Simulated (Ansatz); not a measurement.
Si(SH)H3 (SiH4S). The state is a singlet with charge 0. Geometry relaxed at PBE-D4/def2-TZVP.

```xyz
6

Si   -0.2981   -0.0750   -0.4301
S     0.1201    0.2300    1.6564
H     1.4624    0.2852    1.4832
H    -1.7842   -0.1792   -0.4993
H     0.3276   -1.3326   -0.9431
H     0.1722    1.0716   -1.2671
```

(1) Estimate the harmonic wavenumbers at RKS PBE-D4/def2-TZVP (Ansatz, unscaled). Is this a minimum?

Results:

(1) 190, 495, 520, 603, 788, 891, 898, 929, 2158, 2165, 2193, 2616 cm⁻¹. Yes, no mode is imaginary beyond noise. Zero-point energy 86.4 kJ/mol. It took 48 s on 2 threads of Intel Xeon on a shared host.
